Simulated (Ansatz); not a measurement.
Results of PBEsol-D3(BJ) (Ansatz, a program for electronic structure, PAW) for 1T (CdI2-type) TaSe2 (undistorted form, which takes a superstructure on cooling).

Run with plane-wave cutoff 520 eV, 18×18×10 k mesh (along the axes of the cell as run), Fermi–Dirac smearing 0.05 eV, scalar-relativistic PAW data made under PBE.

The cell is scaled about its equilibrium volume:

Shape and atoms are relaxed at each volume.

| V (Å³/atom) | P (GPa) | c (Å) | a (Å) |
|---|---|---|---|
| 18.845 | 3.01 | 5.833 | 3.345 |
| 19.238 | 1.38 | 5.890 | 3.364 |
| 19.630 | 0.00 | 5.952 | 3.380 |
| 20.023 | -1.15 | 6.018 | 3.395 |
| 20.415 | -2.07 | 6.089 | 3.408 |

Note: the relaxation could not lower the start's symmetry, so the cell can be a saddle point above a distorted one; the bulk modulus comes from volumes at which shape and atoms were relaxed.
